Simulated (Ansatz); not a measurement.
**Worked example: correlation energy of HSiC, sextet**

Geometry: that of the HSiC, quartet, kept fixed. The doublet lies 3.1 eV lower here.

```xyz
3

Si    0.0000   -0.0832    0.5272
C     0.0000    0.0762   -1.3058
H     0.0000    1.4109    0.8685
```

Basis cc-pVDZ; Ansatz 0.2.0. Correlated methods freeze the noble-gas cores, which leaves 9 electrons in 31 orbitals. Prefix R: restricted or restricted open-shell reference; prefix U: unrestricted.

Full CI isn't at hand for all of this; UCCSDTQ serves as the reference, and is uncertain by about the last step of the cluster series.

Runs differ by some tens of microhartree through their thresholds and, for an open shell, their frozen cores, so steps under 0.03 kcal/mol mean nothing.

```csv
level,total energy (hartree)
UHF,-327.135439
UMP2,-327.246724
UCCSD,-327.276983
UCCSD(T),-327.280440
UCCSDT,-327.281425
UCCSDT(Q),-327.281581
UCCSDTQ,-327.281610
```

Problem. What is the correlation energy at UCCSDTQ, and what share of it do UMP2 and UCCSD(T) recover?

Solution. E(corr) = -327.281610 − (-327.135439) = -0.146171 hartree = -3.978 eV. UMP2: -0.111285 / -0.146171 = 76.13 %. UCCSD(T): -0.145001 / -0.146171 = 99.20 %.

Problem. By how many kcal/mol does UCCSD(T) miss UCCSDTQ (1 hartree = 627.509 kcal/mol), and which steps make up the rest?

Solution. -327.280440 − (-327.281610) = 0.001170 hartree = 0.73 kcal/mol. Steps: UCCSDT − UCCSD(T) = -0.62, UCCSDT(Q) − UCCSDT = -0.10, UCCSDTQ − UCCSDT(Q) = -0.02 kcal/mol. That is within 1 kcal/mol of the reference in this basis, which itself misses far more of the correlation at the basis-set limit.
